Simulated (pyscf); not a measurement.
## Substitution at C: H₃C–Al(OH)–O–Al(OH)–OH (SMILES [CH3][Al]([OH])[O][Al]([OH])[OH]) + H• (SMILES [H]) → CH₄ (SMILES C) + [HO–Al–O–Al(OH)–OH]• (SMILES [OH][Al][O][Al]([OH])[OH])

Gas phase, doublet surface, charge 0. Bonds broken: C1–Al2. Bonds formed: C1–H14. Structures and frequencies: ωB97X-D3(BJ)/def2-SVP in PySCF.

Transition state (Å):

```xyz
14

C      0.7939     1.3751     1.5964
Al    -1.1233     0.6556     1.0108
O     -2.1007     0.1149     2.3095
O     -1.3749     0.0310    -0.5695
Al    -0.2448    -0.4437    -1.7344
O     -0.5787    -0.7388    -3.3717
O      1.3531    -0.5981    -1.1595
H      1.2586     0.6762     0.8861
H      0.7710     2.4360     1.3439
H      0.5995     1.0826     2.6345
H     -2.8823    -0.4352     2.2132
H     -1.4439    -0.6652    -3.7788
H      2.1176    -0.8401    -1.6856
H      2.2281     1.5487     2.0791
```

One imaginary mode, 1616i cm⁻¹; descent along it reached the two sides named.

```json
[
 {"bond": "C1–Al2", "change": "breaks", "reactant side (Å)": "1.940", "saddle": "2.130", "product side": "3.3"},
 {"bond": "C1–H14", "change": "forms", "reactant side (Å)": "5.1", "saddle": "1.523", "product side": "1.100"}
]
```

Electronic energies relative to the separated reactants (kcal/mol):

```csv
level,barrier,reaction energy,reverse barrier
ωB97X-D3(BJ)/def2-TZVP,24.9,-21.5,46.4
PBE/def2-TZVP,13.5,-26.1,39.7
r²SCAN/def2-TZVP,14.6,-26.3,40.9
B3LYP-D3(BJ)/def2-TZVP,17.4,-26.8,44.2
PBE0-D3(BJ)/def2-TZVP,18.2,-24.5,42.6
M06-2X/def2-TZVP,21.6,-24.5,46.1
ωB97M-D3(BJ)/def2-TZVP,23.8,-21.8,45.7
HF/def2-TZVP,41.7,-24.5,66.2
```

With ωB97M-D3(BJ)/def2-TZVP energies and thermal terms (ideal gas, 1 atm, RRHO with modes under 100 cm⁻¹ raised to 100, one conformer, R ln 2 for chiral ones without a mode under 150 cm⁻¹), in kcal/mol:

| T (K) | ΔH‡ | ΔG‡ | ΔH | ΔG |
|---|---|---|---|---|
| 298 | 24.7 | 31.8 | -17.3 | -20.0 |
| 600 | 24.0 | 39.3 | -19.0 | -22.1 |
| 900 | 23.5 | 47.0 | -20.8 | -23.2 |
| 1200 | 23.1 | 54.9 | -22.3 | -23.8 |

Abstraction by the radical was not located in this set and often lies lower. One saddle was located; it need not be the lowest between these sides. The angle at the attacked C is 167°.
